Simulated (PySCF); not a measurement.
## Spin-rotation constants: `InChI=1S/C4H8/c1-2-4-3-1/h1-4H2`

Cartesian coordinates in Å; atom numbers follow the order of the lines, from 1:
```xyz
12

C     0.309    0.880   -0.554
C     1.039   -0.278    0.152
C    -0.311   -0.699    0.765
C    -1.015    0.123   -0.332
H     0.348    1.805    0.044
H     0.600    1.125   -1.587
H     1.403   -1.025   -0.571
H     1.866   -0.031    0.837
H    -0.538   -1.774    0.834
H    -0.458   -0.251    1.760
H    -1.272   -0.502   -1.202
H    -1.907    0.706   -0.053
```

Computed, not measured: GIAO B3LYP/def2-TZVP magnetisability, rotational g tensor and spin-rotation constants, non-relativistic, gas phase in PySCF 2.14.0. Geometry: PBE0-D3(BJ)/def2-SVP.

Problem. Give the nuclear spin-rotation constants along the inertial axes (H = +C I·J) beside the isotropic shieldings.

Solution. Rotational constants 10.7608, 10.7604, 6.3975 GHz. A star marks the isotopologue with that one atom substituted, in its own axes.
| atom | isotope | Caa (kHz) | Cbb (kHz) | Ccc (kHz) | mean (kHz) | σ (ppm) |
| --- | --- | --- | --- | --- | --- | --- |
| H5 | 1H | -1.099 | -1.099 | 0.207 | -0.663 | 29.5 |
| H6 | 1H | -0.628 | -0.628 | -0.382 | -0.546 | 29.8 |
| H7 | 1H | -1.099 | -1.099 | 0.207 | -0.663 | 29.5 |
| H8 | 1H | -0.628 | -0.628 | -0.382 | -0.546 | 29.8 |
| H9 | 1H | -0.628 | -0.628 | -0.382 | -0.546 | 29.8 |
| H10 | 1H | -1.099 | -1.099 | 0.207 | -0.663 | 29.5 |
| H11 | 1H | -1.099 | -1.099 | 0.207 | -0.663 | 29.5 |
| H12 | 1H | -0.628 | -0.628 | -0.382 | -0.546 | 29.8 |
| C1 | 13C* | 1.873 | 1.470 | 1.099 | 1.481 | 155.9 |

Where two moments of inertia are equal or nearly so, the constants along those axes are given as their average.
For the geometry as given, no vibrational averaging.
